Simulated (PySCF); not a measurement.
Compound: C₄H₇O (doublet state).
Atom-mapped SMILES: `[OH:1][CH:2][CH:3]1[CH2:4][CH2:5]1` (hydrogens: H6 on O1; H7 on C2; H8 on C3; H9, H10 on C4; H11, H12 on C5)

Geometry (GFN2-xTB, Å), atoms numbered from 1 in this order:
```
atom  x, y, z in Å
O1     1.9384   -0.6134   -0.6616
C2     1.2385   -0.6813    0.5144
C3    -0.0997   -0.1677    0.6784
C4    -0.5722    1.0940   -0.0330
C5    -1.1303   -0.2302   -0.4427
H6     1.3894   -0.1800   -1.3252
H7     1.7802   -1.1558    1.3079
H8    -0.4812   -0.3162    1.6801
H9     0.1202    1.5947   -0.6946
H10   -1.2067    1.7718    0.5162
H11   -0.8267   -0.6517   -1.3904
H12   -2.1487   -0.4649   -0.1756
```

The hyperfine couplings belong to this conformer and change with its torsions.

Computed, not measured: UKS B3LYP, pcH-1 on C H O, non-relativistic, mean-field spin-orbit, GIAO in PySCF 2.14.0. One conformer (not necessarily the lowest) at the GFN2-xTB geometry, without solvent, vibrations or thermal averaging. Couplings are sensitive to structure, and on GFN2-xTB geometries they can be far from those on DFT ones. No stability test was run, so a lower SCF solution isn't excluded.

Q: Break the g tensor into its mass correction, gauge correction and orbital-Zeeman/spin–orbit terms.

A: 
```csv
Δg (ppm),1,2,3
relativistic mass correction,-197,-197,-197
gauge correction,6,55,31
orbital Zeeman/spin–orbit,65,892,1950
total,-126,749,1784
```

So g = 2.00219, 2.00307, 2.00410 and g_iso = 2.00312; the tensor is rhombic: the two nearest values differ by 46 % of g3 − g1. Axes: g3 points within 1° of the O1–H6 bond.

Q: Average each term over the three axes. Which is largest in size?

A: The orbital-Zeeman/spin–orbit term 969, the mass correction -197 and the gauge correction 31 ppm, for a total of 802 ppm. The orbital-Zeeman/spin–orbit term is the largest in size. The mass correction is the same along every axis, so the anisotropy comes from the other two: their spans along these axes are 48 (gauge) and 1885 ppm (orbital Zeeman/spin–orbit).

Q: At 9.346 GHz, how far is the centre of the isotropic spectrum from where a free electron (g = 2.002319) resonates?

A: B = hν/(g μB) with μB/h = 13.99624 MHz/mT gives 333.49 mT for the free electron and 333.35 mT at g_iso, 0.13 mT lower.

Q: What are the electron Larmor frequencies g μB B/h along the three axes at 350 mT?

A: 9.8081, 9.8124, 9.8175 GHz for g1, g2 and g3, a range of 9.4 MHz.

Q: In a frozen sample, at which fields do the three g values resonate at 9.5, 34, 94 and 263 GHz (hyperfine left aside), and which band first spreads them over more than twice a line width of 1.0 mT?

A: 
| band | GHz | B(g3) mT | B(g2) mT | B(g1) mT | spread mT |
| --- | --- | --- | --- | --- | --- |
| X | 9.5 | 338.68 | 338.86 | 339.00 | 0.32 |
| Q | 34.0 | 1212.12 | 1212.75 | 1213.28 | 1.16 |
| W | 94.0 | 3351.17 | 3352.90 | 3354.37 | 3.20 |
| J | 263.0 | 9376.14 | 9380.98 | 9385.09 | 8.95 |

The spread grows in proportion to the frequency. W band is the first where it exceeds 2.0 mT.

The largest Mulliken spin populations are on C2 (+0.86), O1 (+0.11), C3 (-0.09) and C5 (+0.09). No atom but C2 exceeds +0.15. The positive populations add up to 1.15 and the negative ones to -0.15, together 2S = 1. The angles at C2 add up to 360.0°, so it is planar; its axial dipolar tensor and the negative coupling of its proton fit spin in a p orbital normal to that plane.

The HOMO–LUMO gaps are 4.60 eV among the α and 7.74 eV among the β orbitals.

On one thread of an Arm Neoverse V1, on a shared host, this took 27 s of wall time (grids of density and orbitals included) and 0.77 GiB of memory at its peak.
